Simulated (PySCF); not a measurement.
Working with the constants of SN

ROHF-CCSD(T) constants of SN, ²Π (doublet), unpaired electrons π ↑ (PySCF, spin-free X2C with a Gaussian nucleus, basis sets S x2c-SVPall, N x2c-SVPall; masses 31.9721 and 14.0031 u):

* ωe: 1201.7 cm⁻¹
* ωexe: 7.73 cm⁻¹
* Be: 0.74834 cm⁻¹
* αe: 0.00611 cm⁻¹
* D (centrifugal): 1.16e-06 cm⁻¹
* De to S + N: 3.93 eV

(1) Give the vibrational terms G(v) and spacings up to v = 6.

(2) How well does the Morse estimate ωe²/(4ωexe) reproduce De, and what is D0?

Correlated steps freeze 6 core orbitals. Correlated levels converge slowly with the basis: in double zeta they bind strong bonds too weakly, by up to about 1 eV, and carry superposition errors of some tenths. The state was picked by a PBE0 search and need not be the measured ground state.

Answers

(1) G(v) = ωe(v+½) − ωexe(v+½)².

| v | G(v) (cm⁻¹) | G(v) − G(v−1) | Bv (cm⁻¹) |
| --- | --- | --- | --- |
| 0 | 599 |  | 0.7453 |
| 1 | 1785 | 1186 | 0.7392 |
| 2 | 2956 | 1171 | 0.7331 |
| 3 | 4111 | 1155 | 0.7270 |
| 4 | 5251 | 1140 | 0.7208 |
| 5 | 6376 | 1124 | 0.7147 |
| 6 | 7484 | 1109 | 0.7086 |

(2) It gives 5.79 eV, 147 % of the computed De. D0 = De − G(0) = 3.93 − 0.07 = 3.86 eV.
